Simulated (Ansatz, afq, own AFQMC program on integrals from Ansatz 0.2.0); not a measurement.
## Atomization energy of CHAl, singlet

```csv
atom,x (Å),y (Å),z (Å)
Al,0.0000,0.0000,0.1108
C,0.0000,0.0000,-1.8127
H,0.0000,0.0000,1.7019
```

Connectivity, by distances: AlH–C.

Atoms in their ground-state spins without spin–orbit coupling (mostly on UHF) minus the molecule (RHF), without zero-point energy. The geometry is a stationary point, not shown to be a minimum.

Basis 6-31G. Noble-gas cores (and the filled d shells of Ga–Kr and In–Xe) are frozen. Integrals, coupled cluster, full CI and functionals: Ansatz 0.2.0; the random walks run on the same integrals in our own AFQMC program. The CISD trial takes its coefficients from CCSD amplitudes. Released means that phaseless walkers are propagated on without the constraint, phases kept. Error bars are statistical, one sigma. The errors of all members are added in quadrature.

Full CI on the same integrals is exact in this basis and with this determinant's frozen core.

Errors are counted within 6-31G, not against nature.

Cautions: CHAl (singlet): higher spins were not checked, restricted determinant unstable towards unrestricted (UHF 945 meV lower, ⟨S²⟩ 1.00), strong correlation (T1 0.031, weight of the determinant 0.85, largest double 0.18), the CCSDTQ amplitudes may be one of several solutions (largest double 0.74), the released energies are still falling, so no released level is given (meV from the phaseless value at times in 1/Eh: 0 ± 13 at 0.24, -1 ± 12 at 0.51, -23 ± 15 at 0.99, -27 ± 20 at 1.62, -71 ± 19 at 2.40), the determinant fills πx and πy unequally, so it mixes two states of the linear molecule, and each level undoes that mixture to a different degree, while full CI gives the lower state, and by Hund's rule a triplet of that filling probably lies lower still, CCSDTQ on the UHF determinant differs (783 meV lower), perhaps since the unrestricted series falls towards higher spin, its ph-AFQMC/CISD value lies 98 ± 9 meV above full CI.

| level | atomization energy (kJ/mol) |
| --- | --- |
| HF | 85.7 |
| MP2 | 274.3 |

Question: From these cheaper values, estimate the atomization energy at the reference level in 6-31G.

Answer: 306.9 kJ/mol (full CI in 6-31G).

```csv
level,atomization energy (kJ/mol),error against FCI (kJ/mol)
CCSD,280.0,-26.9
CCSD(T),295.8,-11.1
ph-AFQMC/HF,315.9 ± 3.8,9.0 ± 3.8
ph-AFQMC/CISD,297.7 ± 0.8,-9.2 ± 0.8
```

Correlation beyond CCSD(T) adds 11.1 kJ/mol. The perturbative (T) step is worth +15.7 kJ/mol. Where a determinant mixes two states, these steps and errors hold in part the undoing of that mixture, and only full CI is sure.
